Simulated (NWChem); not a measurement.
A series in which one site is exchanged, each optimised at PBE0/def2-SVP with NWChem, gas phase unless a solvent is named. This build's default masses of Se (78.918 u) and Br (79.917 u) are each other's, which moves their modes by up to 0.6 %. For some, no frequency run checked for a minimum. def2 effective core potentials on I; no spin-orbit coupling.

A: [F][Al]([F])[I] (AlIF2; site = I)
B: [F][Al]([F])[F] (AlF3; site = F)
C: [F][Al]([F])[Cl] (AlClF2; site = Cl)
D: [Br][Al]([F])[F] (AlBrF$_{2}$; site = Br)

```json
[
 {"quantity": "dipole (D), PBE0/def2-SVP", "A": "0.99", "B": "[?]", "C": "0.43", "D": "0.68"},
 {"quantity": "vertical ionisation energy, ΔSCF, PBE/def2-SVP (eV)", "A": "10.60", "B": "[?]", "C": "12.07", "D": "11.48"},
 {"quantity": "static polarisability, PBE0/def2-SVPD (bohr³)", "A": "55.2", "B": "[?]", "C": "34.1", "D": "41.7"},
 {"quantity": "lowest singlet excitation, PBE0/def2-SVPD, TDA (eV)", "A": "5.37", "B": "[?]", "C": "7.02", "D": "6.29"}
]
```

Problem. Fill in the missing entries.

Solution. 
- dipole (D), PBE0/def2-SVP, B: 0.00
- vertical ionisation energy, ΔSCF, PBE/def2-SVP (eV), B: 13.25
- static polarisability, PBE0/def2-SVPD (bohr³), B: 20.5
- lowest singlet excitation, PBE0/def2-SVPD, TDA (eV), B: 8.47
